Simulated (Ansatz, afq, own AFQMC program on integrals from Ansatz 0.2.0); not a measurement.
AFQMC on a folder of integrals that Ansatz 0.2.0 wrote.

```yaml
crystal:
  periodic: [false, false, false]
  atoms:
    - {symbol: Si, position_ang: [0.000000, 0.000000, 0.000000]}
    - {symbol: Al, position_ang: [0.000000, 0.000000, 8.194000]}
basis:
  gaussian: {orbitals: cc-pVDZ}
magnetization: {spin_polarized: true, initial_magnetization: 3}
correlation: {method: ccsd_t, electrons: outside_noble_gas, hamiltonian_folder: ham}
```

```sh
$ ansatz run in.yaml --threads 1 --pin off --events-out ev --progress --plain --max-ram 24576MiB --backend cuda --devices 0, --max-vram 18GiB
```

Options of the walk:

```
--method phaseless --trial cisd --walkers 4000 --populations 20 --least-time 60 --time-step 0.005 --steps-per-block 50 --equilibration-blocks 40 --max-blocks 4000 --target-error 0.00032 --factor-cut 1e-05 --start spin_pure --seed 6952 --release-times 0.24,0.51,0.99,1.62,2.4 --release-step 0.03 --release-every 3 --taylor-order 6
```

Times are imaginary, in 1/Eh. The walk had a cap of 122 s. With eight or more populations the least sampling time is a fifth of least-time, and the error comes from their spread.

Log:

```
orbitals 26  electrons 5 2  factors 138 of 367
reference energy -530.72371654 Eh
CCSD correlation -0.11108557 Eh in 12 cycles, weight of the determinant in the CISD state 0.8797
energy of the start -530.834536 Eh
 block  time / (1/Eh)  mean weight  energy / Eh
     1     0.250  1.0001  -530.833589
     2     0.500  1.0000  -530.833411
     3     0.750  0.9999  -530.833575
     4     1.000  1.0001  -530.833964
     5     1.250  0.9999  -530.834387
     7     1.750  0.9999  -530.835174
     9     2.250  1.0000  -530.835664
    11     2.750  1.0000  -530.836257
    15     3.750  1.0000  -530.836457
    19     4.750  0.9999  -530.836956
    21     5.250  0.9998  -530.837290
    23     5.750  1.0000  -530.837235
    27     6.750  0.9999  -530.836866
    31     7.750  0.9999  -530.837216
    35     8.750  0.9999  -530.836874
    39     9.750  0.9999  -530.836924
    43    10.750  1.0000  -530.837001
    47    11.750  1.0000  -530.836956
    51    12.750  0.9998  -530.837131
    55    13.750  1.0001  -530.836929
    59    14.750  1.0001  -530.836491
    63    15.750  1.0001  -530.836813
    67    16.750  1.0000  -530.836868
    71    17.750  0.9998  -530.836702
    75    18.750  1.0000  -530.836680
    79    19.750  0.9999  -530.836350
    83    20.750  1.0001  -530.836989
    87    21.750  0.9999  -530.836838
    89    22.250  1.0000  -530.836822
error from the spread of 20 populations
released: time / (1/Eh)  energy / Eh  error  mean overlap
  0.24  -530.836836  0.000045  0.9998
  0.51  -530.235067  0.601893  0.9985
  0.99  -530.837117  0.000043  0.9959
  1.62  -530.837161  0.000043  0.9993
  2.40  -530.837152  0.000048  0.9988
energy -530.836800 +/- 0.000068 Eh
(rows thinned)
```

The run passed its tests (sampling time, drift between the halves within three errors, error under three times the target), which doesn't prove that it has relaxed.

Against this walk (error 1.9 meV) on the same determinant: CCSD(T) 8.6 meV higher, CCSDT(Q) 13.0 meV lower, CCSDTQ 13.7 meV lower, full CI 14.1 meV lower. The error is statistical and leaves out the bias of the constraint. The released energies have errors that jump between times, so the bars are unsure (meV from the phaseless value at times in 1/Eh: -1.0 ± 1.2 at 0.24, 16374 ± 16378 at 0.51, -8.6 ± 1.2 at 0.99, -9.8 ± 1.2 at 1.62, -9.6 ± 1.3 at 2.40), so they give no level; they do show a bias of the constraint, and the last of them that isn't too noisy lies 5 meV above full CI. Full CI is exact here, so the walk's 14 meV above it is the walk's own error: the bias of the constraint with this trial.

Cautions: constraint bias not in the error; lower spins were not checked.

The walk took 28 s on 1 × NVIDIA H100 80GB HBM3 with 2 threads of AMD EPYC 7R13 Processor (Zen 3), with other jobs on the host (the card was shared). The log's last line is the phaseless energy.

CCSDT and higher add their correlation energy to the determinant of the CCSD(T) run, since their own runs factorise the integrals more tightly (a shift of under 2 meV). A walk keeps the symmetry of its determinant, which the program's search chose and which needn't be the lowest solution, so a lower state of the same spin and another symmetry isn't excluded.
